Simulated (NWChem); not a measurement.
# NH (imidogen) at UPKZB/SBKJC-VDZ (core potential, Cartesian functions)

What is the energy change on altering one bond length of NH (imidogen) at UPKZB/SBKJC-VDZ (core potential, Cartesian functions)? 

The results are computed with NWChem 7.3.0.

5 further runs of the same task are left out: 1 that didn't finish, 4 set aside as unsound or not needed.

**1. The structure to begin with**

NH: 2 atoms, total charge 0, spin state triplet. As SMILES, `[NH]`. The bond length is the measured one.

Bond lengths: N1–H2 1.036 Å.

**2. Energy and gradient at UPKZB/SBKJC-VDZ (core potential, Cartesian functions)**

hn.nw reads:

```
START hn
memory 2200 mb
charge 0

GEOMETRY units angstrom noautoz
N      0.000000     0.000000     0.000000
H      0.000000     0.000000     1.036210
END

BASIS cartesian
* library "sbkjc vdz ecp"
END

ECP
N library "sbkjc ecp"
END

DFT
xc xpkzb99 cpkzb99
mult 3
grid medium
direct
maxiter 200
mulliken
END

TASK dft gradient
```

Launch:

```
nwchem hn.nw > hn.out
```

The program printed:

```text
Northwest Computational Chemistry Package (NWChem) 7.3.0
             --------------------------------------------------------

           Job information
           ---------------

    nwchem branch   = 7.3.0
    use scalapack   = T
    input           = hn.nw
    prefix          = hn.
    data base       = ./hn.db
    status          = startup
    nproc           =        1

           Memory information
           ------------------

    heap     =     72089600 doubles =      550.0 Mbytes
    stack    =     72089597 doubles =      550.0 Mbytes
    global   =    144179200 doubles =     1100.0 Mbytes (distinct from heap & stack)
    total    =    288358397 doubles =     2200.0 Mbytes
    verify   = yes
    hardfail = no

           Directory information
           ---------------------

  0 permanent = .
  0 scratch   = .

                                NWChem Input Module
                                -------------------

 Scaling coordinates for geometry "geometry" by  1.889725989
 (inverse scale =  0.529177249)

 ORDER OF PRIMARY AXIS IS BEING SET TO 4
 C4V symmetry detected

                             Geometry "geometry" -> ""
                             -------------------------

 Output coordinates in angstroms (scale by  1.889725989 to convert to a.u.)

  No.       Tag          Charge          X              Y              Z
 ---- ---------------- ---------- -------------- -------------- --------------
    1 N                    7.0000     0.00000000     0.00000000    -0.12952625
    2 H                    1.0000     0.00000000     0.00000000     0.90668375

      Atomic Mass
      -----------

      N                 14.003070
      H                  1.007825

 Effective nuclear repulsion energy (a.u.)       3.5747973316

            Nuclear Dipole moment (a.u.)
            ----------------------------
        X                 Y               Z
 ---------------- ---------------- ----------------
     0.0000000000     0.0000000000     0.0000000000

      Symmetry information
      --------------------

 Group name             C4v
 Group number             18
 Group order               8
 No. of unique centers     2

      Symmetry unique atoms

     1    2

            XYZ format geometry
            -------------------
     2
 geometry
 N                     0.00000000     0.00000000    -0.12952625
 H                     0.00000000     0.00000000     0.90668375

 ==============================================================================
                                internuclear distances
 ------------------------------------------------------------------------------
       center one      |      center two      | atomic units |  angstroms
 ------------------------------------------------------------------------------
    2 H                |   1 N                |     1.95815  |     1.03621
 ------------------------------------------------------------------------------
                         number of included internuclear distances:          1
 ==============================================================================

 Summary of "ao basis" -> "" (cartesian)
 ------------------------------------------------------------------------------
       Tag                 Description            Shells   Functions and Types
 ---------------- ------------------------------  ------  ---------------------
 *                       sbkjc vdz ecp                on all atoms

                 ECP       "ecp basis" -> "" (cartesian)
                -----
  [basis functions not shown]

                                 NWChem DFT Module
                                 -----------------

                      Basis "ao basis" -> "ao basis" (cartesian)
                      -----
  [basis functions not shown]

 Summary of "ao basis" -> "ao basis" (cartesian)
 ------------------------------------------------------------------------------
       Tag                 Description            Shells   Functions and Types
 ---------------- ------------------------------  ------  ---------------------
 N                       sbkjc vdz ecp               4        8   2s2p
 H                       sbkjc vdz ecp               2        2   2s

 Summary of "ao basis" -> "ao basis" (cartesian)
 ------------------------------------------------------------------------------
       Tag                 Description            Shells   Functions and Types
 ---------------- ------------------------------  ------  ---------------------
 N                       sbkjc vdz ecp               4        8   2s2p
 H                       sbkjc vdz ecp               2        2   2s

      Symmetry analysis of basis
      --------------------------

        a1          6
        a2          0
        b1          0
        b2          0
        e           4

  Caching 1-el integrals

            General Information
            -------------------
          SCF calculation type: DFT
          Wavefunction type:  spin polarized.
          No. of atoms     :     2
          No. of electrons :     6
           Alpha electrons :     4
            Beta electrons :     2
          Charge           :     0
          Spin multiplicity:     3
          Use of symmetry is: on ; symmetry adaption is: on
          Maximum number of iterations: 200
          This is a Direct SCF calculation.
          AO basis - number of functions:    10
                     number of shells:     6
          Convergence on energy requested:  1.00D-06
          Convergence on density requested:  1.00D-05
          Convergence on gradient requested:  5.00D-04

[... 16 lines left out ...]
          Spatial weights used:  Erf1
[... 1 line left out ...]
          Convergence Information
[... 1 line left out ...]
          Convergence aids based upon iterative change in
          total energy or number of iterations.
[... 33 lines left out ...]
 Warning - the HOMO and LUMO are degenerate and you are using symmetry.
 This can lead to non-variational energies and poor convergence.
[... 57 lines left out ...]
   convergence    iter        energy       DeltaE   RMS-Dens  Diis-err    time
[... 7 lines left out ...]
         Total DFT energy =      -10.348444103908
      One electron energy =      -21.208045802540
           Coulomb energy =       11.079547997016
    Exchange-Corr. energy =       -2.773372963827
 Nuclear repulsion energy =        2.553426665443
[... 16 lines left out ...]
                    DFT Final Alpha Molecular Orbital Analysis
[... 78 lines left out ...]
                     DFT Final Beta Molecular Orbital Analysis
[... 62 lines left out ...]
 Vector    9  Occ=0.000000D+00  E= 8.756627D-01  Symmetry=a1
              MO Center= -1.9D-17,  2.8D-17,  9.0D-01, r^2= 1.1D+00
   Bfn.  Coefficient  Atom+Function         Bfn.  Coefficient  Atom+Function
  ----- ------------  ---------------      ----- ------------  ---------------
    10      1.493422  2 H  s                  9     -1.293464  2 H  s
     4      0.461162  1 N  pz                 8     -0.409197  1 N  pz
     5     -0.332998  1 N  s                  1     -0.117176  1 N  s

 Vector   10  Occ=0.000000D+00  E= 1.579361D+00  Symmetry=a1
              MO Center=  3.3D-17, -4.3D-17,  1.7D-01, r^2= 2.0D+00
   Bfn.  Coefficient  Atom+Function         Bfn.  Coefficient  Atom+Function
  ----- ------------  ---------------      ----- ------------  ---------------
     5      2.836811  1 N  s                 10     -1.851643  2 H  s
     1     -1.589124  1 N  s                  8      1.052366  1 N  pz
     9      0.268071  2 H  s                  4     -0.147213  1 N  pz

     ---------------------------------------------
      Total Density - Mulliken Population Analysis
     ---------------------------------------------

    Atom       Charge   Shell Charges
 -----------   ------   -------------------------------------------------------
    1 N    5     5.18   1.36  2.53  0.59  0.71
    2 H    1     0.82   0.48  0.34

     --------------------------------------------
      Spin Density - Mulliken Population Analysis
     --------------------------------------------

    Atom       Charge   Shell Charges
 -----------   ------   -------------------------------------------------------
    1 N    5     2.09   0.03  1.55  0.01  0.50
    2 H    1    -0.09  -0.04 -0.06

     -------------------------------------------
      Total Density - Lowdin Population Analysis
     -------------------------------------------

    Atom       Charge   Shell Charges
 -----------   ------   -------------------------------------------------------
    1 N    5     5.19   1.17  2.35  0.65  1.02
    2 H    1     0.81   0.47  0.35

     ------------------------------------------
      Spin Density - Lowdin Population Analysis
     ------------------------------------------

    Atom       Charge   Shell Charges
 -----------   ------   -------------------------------------------------------
    1 N    5     2.05   0.02  1.47 -0.01  0.57
    2 H    1    -0.05  -0.03 -0.02

   alpha - beta orbital overlaps
   -----------------------------

   alpha      1      2      3      4      5      6      7      8      9     10
    beta      1      2      3      4      5      7      8      6      9     10
 overlap   0.995  0.996  0.990  0.990  0.999  0.964  0.964  1.000  0.998  0.998

     --------------------------
     Expectation value of S2:
     --------------------------
      <S2> =      2.0038 (Exact =     2.0000)

 center of mass
 --------------
 x =   0.00000000 y =   0.00000000 z =  -0.11329958

 moments of inertia (a.u.)
 ------------------
           3.604915006567           0.000000000000           0.000000000000
           0.000000000000           3.604915006567           0.000000000000
           0.000000000000           0.000000000000           0.000000000000

     Multipole analysis of the density
     ---------------------------------

     L   x y z        total         alpha         beta         nuclear
     -   - - -        -----         -----         ----         -------
     0   0 0 0     -0.000000     -4.000000     -2.000000      6.000000

     1   1 0 0      0.000000      0.000000      0.000000      0.000000
[... 8 lines of this table left out ...]
     2   0 0 2     -4.455295     -4.307901     -3.382638      3.235244

            General Information
            -------------------
          SCF calculation type: DFT
          Wavefunction type:  spin polarized.
          No. of atoms     :     2
          No. of electrons :     6
           Alpha electrons :     4
            Beta electrons :     2
          Charge           :     0
          Spin multiplicity:     3
          Use of symmetry is: on ; symmetry adaption is: on
          Maximum number of iterations: 200
          This is a Direct SCF calculation.
          AO basis - number of functions:    10
                     number of shells:     6
          Convergence on energy requested:  1.00D-06
          Convergence on density requested:  1.00D-05
          Convergence on gradient requested:  5.00D-04

              XC Information
              --------------
                  PKZB metaGGA Exchange Functional  1.000
             PKZB99 metaGGA Correlation Functional  1.000

             Grid Information
             ----------------
          Grid used for XC integration:  medium
          Radial quadrature: Mura-Knowles
          Angular quadrature: Lebedev.
          Tag              B.-S. Rad. Rad. Pts. Rad. Cut. Ang. Pts.
          ---              ---------- --------- --------- ---------
          N                   0.65       49           5.0       434
          H                   0.35       45           5.0       434
          Grid pruning is: on
          Number of quadrature shells:    94
          Spatial weights used:  Erf1

          Convergence Information
          -----------------------
          Convergence aids based upon iterative change in
          total energy or number of iterations.
          Levelshifting, if invoked, occurs when the
          HOMO/LUMO gap drops below (HL_TOL):  1.00D-02
          DIIS, if invoked, will attempt to extrapolate
          using up to (NFOCK): 10 stored Fock matrices.

                    Damping( 0%)  Levelshifting(0.5)       DIIS
                  --------------- ------------------- ---------------
          dE  on:    start            ASAP                start
          dE off:    2 iters        200 iters           200 iters

      Screening Tolerance Information
      -------------------------------
          Density screening/tol_rho:  1.00D-10
          AO Gaussian exp screening on grid/accAOfunc:  14
          CD Gaussian exp screening on grid/accCDfunc:  20
          XC Gaussian exp screening on grid/accXCfunc:  20
          Schwarz screening/accCoul:  1.00D-08

                            NWChem DFT Gradient Module
                            --------------------------

  charge          =   0.00
  wavefunction    = open shell

  Using symmetry

                         DFT ENERGY GRADIENTS

    atom               coordinates                        gradient
                 x          y          z           x          y          z
   1 N       0.000000   0.000000  -0.244769    0.000000   0.000000   0.029749
   2 H       0.000000   0.000000   1.713384    0.000000   0.000000  -0.029749

                 ----------------------------------------
                 |  Time  |  1-e(secs)   |  2-e(secs)   |
                 ----------------------------------------
                 |  CPU   |       0.00   |       0.00   |
                 ----------------------------------------
                 |  WALL  |       0.00   |       0.00   |
                 ----------------------------------------

 Task  times  cpu:        0.2s     wall:        0.2s
 Total times  cpu:        0.2s     wall:        0.2s
```

It took 0.69 s on 1 thread of Intel Xeon at 2.60GHz (Ice Lake), shared host; peak memory 0.1 GiB.

[end of part 1 of 2]
